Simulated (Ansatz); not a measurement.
Working through a rigid torsion scan of H₅NOSi, SMILES N[SiH2]O

With the Python package of Ansatz (0.2.0).

Notebook, run cell by cell (the value of a cell's last expression is shown):

In [1]:
```python
import ansatz as az
from ase import Atoms
```

In [2]:
```python
atoms = Atoms(["N", "Si", "O", "H", "H", "H", "H", "H"], positions=[
    (-0.7726, 0.7439, -0.7554),
    (0.4904, 0.1996, 0.1079),
    (-0.0774, -1.264, 0.6131),
    (-0.9679, 0.1142, -1.488),
    (-1.6245, 0.7826, -0.1652),
    (0.7477, 1.0952, 1.2629),
    (1.673, 0.0264, -0.7868),
    (0.6235, -1.7551, 1.1557),
])
```

In [3]:
```python
first = (
    az.Crystal.molecule_from_ase(atoms).calculation()
    .basis(gaussian="6-31G*")
    .functional("hf")
    .scf(lower_state_search="standard")
    .relax(force_tolerance=0.02, max_steps=80)
)
atoms.positions = first.run().report["positions_ang"]
```

In [4]:
```python
start = atoms.get_dihedral(0, 1, 2, 7)
energies = {}
for turn in range(0, 360, 40):
    turned = atoms.copy()
    turned.set_dihedral(0, 1, 2, 7, start + turn, indices=[2, 7])
    job = (
        az.Crystal.molecule_from_ase(turned).calculation()
        .basis(gaussian="6-31G*")
        .functional("hf")
        .scf(lower_state_search="standard")
    )
    energies[round((start + turn) % 360)] = job.run().report["free_energy_ev"]
floor = min(energies.values())
print("dihedral N0-Si1-O2-H7 (deg)   E - E(min) (eV)")
for angle, e in sorted(energies.items()):
    print(f"{angle:8d} {(e - floor):14.3f}  " + "#" * int(30 * (e - floor) / max(max(energies.values()) - floor, 1e-9)))
```
```text
dihedral N0-Si1-O2-H7 (deg)   E - E(min) (eV)
      20          0.037  ##############################
      60          0.029  #######################
     100          0.026  ####################
     140          0.013  ##########
     180          0.000
     220          0.013  ##########
     260          0.026  ####################
     300          0.029  #######################
     340          0.037  #############################
```

Caveats:
- The settings weren't tested for convergence.
- The scan is rigid and the energies are electronic, in a modest basis. With rigid groups the curve can differ much from the relaxed path, the start wasn't checked as a minimum of this torsion, and equivalent turns needn't return to the same energy.
- Hardware and time: 4.4 s on 1 thread of AMD EPYC 9R45 (Zen 5), with other jobs on the host, peak memory 0.2 GiB.

(Lines on the test bed's own set-up are left out of the output.)
